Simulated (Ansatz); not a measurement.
Results of PBE-D4 (Ansatz, a first-principles code, plane waves, PAW) for 1T (CdI2-type) SnSe2.

Numerical settings: plane-wave cutoff 520 eV, 12×12×6 k mesh (along the axes of the cell as run), Fermi–Dirac smearing 0.01 eV, scalar-relativistic PAW data made under PBE.

The cell is scaled about its equilibrium volume:

Shape and atoms are relaxed at each volume.

```json
[
 {"V (Å³/atom)": "24.506", "P (GPa)": "1.44", "direct gap at Γ (eV)": "0.739", "smallest gap on the k mesh (eV)": "0.156", "c (Å)": "5.826"},
 {"V (Å³/atom)": "25.017", "P (GPa)": "0.64", "direct gap at Γ (eV)": "0.776", "smallest gap on the k mesh (eV)": "0.248", "c (Å)": "5.913"},
 {"V (Å³/atom)": "25.528", "P (GPa)": "0.01", "direct gap at Γ (eV)": "0.832", "smallest gap on the k mesh (eV)": "0.346", "c (Å)": "6.005"},
 {"V (Å³/atom)": "26.038", "P (GPa)": "-0.52", "direct gap at Γ (eV)": "0.896", "smallest gap on the k mesh (eV)": "0.442", "c (Å)": "6.100"},
 {"V (Å³/atom)": "26.549", "P (GPa)": "-0.90", "direct gap at Γ (eV)": "0.975", "smallest gap on the k mesh (eV)": "0.542", "c (Å)": "6.200"}
]
```

The fundamental gap (0.35 eV at the equilibrium volume, with added k points) lies elsewhere than Γ–Γ.

Measured, for comparison: band gap 0.98 eV (temperature not stated, no zero-point or thermal correction, indirect, our sources range from 0.98 to 1.06; as tabulated in Gonzalez and Oleynik (2016), arXiv:1609.04381).

Note: the bulk modulus comes from volumes at which shape and atoms were relaxed.

Spin–orbit coupling is not included.
